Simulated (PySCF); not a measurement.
# C3H3NO: the cost of one run

Computed with PySCF 2.14.0. Level: levels as typed in each script, gas phase, geometry from GFN2-xTB.

## 1. The starting structure

SMILES `N#CC1CO1`, 8 atoms, charge 0, spin multiplicity 1.

Bond lengths: N1–C2 1.143 Å, C2–C3 1.434 Å, C3–C4 1.474 Å, C3–O5 1.399 Å, C3–H6 1.089 Å, C4–O5 1.391 Å, C4–H7 1.085 Å, C4–H8 1.085 Å. Angles: N1–C2–C3 179.1°, C2–C3–C4 119.9°, C2–C3–O5 118.2°, C2–C3–H6 114.1°, C4–C3–O5 57.8°, C4–C3–H6 119.3°, O5–C3–H6 116.0°, C3–C4–O5 58.4°, C3–C4–H7 119.1°, C3–C4–H8 118.6°, O5–C4–H7 116.1°, O5–C4–H8 116.3°, H7–C4–H8 115.8°, C3–O5–C4 63.8°.

Geometry (Å):

```csv
atom,x (Å),y (Å),z (Å)
N1,-2.20577,-0.14557,0.19896
C2,-1.11781,0.02782,-0.10427
C3,0.24378,0.23348,-0.50442
C4,1.30034,-0.66610,-0.00774
O5,1.16660,0.63378,0.46840
H6,0.35428,0.69449,-1.48511
H7,1.03703,-1.45731,0.68596
H8,2.15840,-0.85963,-0.64211
```

## 2. Density, bond paths and surface potential (M06-2X/def2-svp)

Contents of input.py:

```python
import numpy as np
from pyscf import gto, scf, dft
from pyscf.scf import atom_ks, atom_hf
from scipy.linalg import block_diag

def solve(mol, dm0=None, hcore=None):
    mf = (dft.UKS if mol.spin else dft.RKS)(mol, xc='m062x')
    mf.grids.level = 3
    mf = mf.density_fit(auxbasis='def2-universal-jkfit')
    mf.conv_tol, mf.max_cycle = 1e-8, 80
    if hcore is not None:
        mf.get_hcore = lambda *args: hcore
    mf.kernel(dm0)
    if not mf.converged:
        mf = mf.newton().run(mf.mo_coeff, mf.mo_occ, max_cycle=30)
    assert mf.converged, 'SCF not converged'
    return mf

mol = gto.M(atom='''
N     -2.20577    -0.14557     0.19896
C     -1.11781     0.02782    -0.10427
C      0.24378     0.23348    -0.50442
C      1.30034    -0.66610    -0.00774
O      1.16660     0.63378     0.46840
H      0.35428     0.69449    -1.48511
H      1.03703    -1.45731     0.68596
H      2.15840    -0.85963    -0.64211
''', basis='def2-svp', charge=0, spin=0, verbose=4)
mf = solve(mol)
mf.analyze()
# spherically averaged free atoms, for the promolecule
atm = atom_ks.get_atm_nrks(mol, xc='m062x')
pro = block_diag(*[(atm[a[0]][2] * atm[a[0]][3]) @ atm[a[0]][2].T for a in mol._atom])
np.savez('result.npz', e=mf.e_tot, c=mf.mo_coeff, occ=mf.mo_occ, eps=mf.mo_energy, pro=pro, dip=mf.dip_moment(verbose=0), s2=mf.spin_square()[0])
```

Launch:

```
OMP_NUM_THREADS=1 python input.py
```

What time and memory should one allow on 1 thread of Intel Xeon 6975P-C (Granite Rapids), shared host?

About 8.5 s, with a peak of 0.42 GiB.
